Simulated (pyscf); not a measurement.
This saddle point was located with ωB97X-D3(BJ)/def2-SVP in PySCF.

```xyz
9

C     -0.0130     0.3272    -0.2651
N     -0.6332     0.1098     1.0487
H      0.7559     1.1016    -0.1229
H     -0.7588     0.6760    -0.9919
H      0.4561    -0.5968    -0.6289
H     -0.8534     1.0364     1.5618
H     -1.3793    -0.5930     1.0816
H      0.0958     0.0421     1.8453
H      0.2313     1.3993     2.6780
```
Charge 0, spin multiplicity 1.

Surface: singlet, charge 0. Lowest wavenumbers (cm⁻¹): 1271i, 182, 306, 806, 929.

Task: Name the species on either side of this saddle.

Result: `[CH3][NH2]` + `[H][H]` ⇌ `[CH3][NH2]` + `[H][H]`, a four-centre exchange read from left to right: H–N, H–H broken and H–N, H–H formed. At ωB97M-D3(BJ)/def2-TZVP it lies +58.7 kcal/mol from the left side and +58.7 kcal/mol from the right (each side as separated species at their lowest minima found). This is the saddle that the search found; another between the same sides may lie lower.
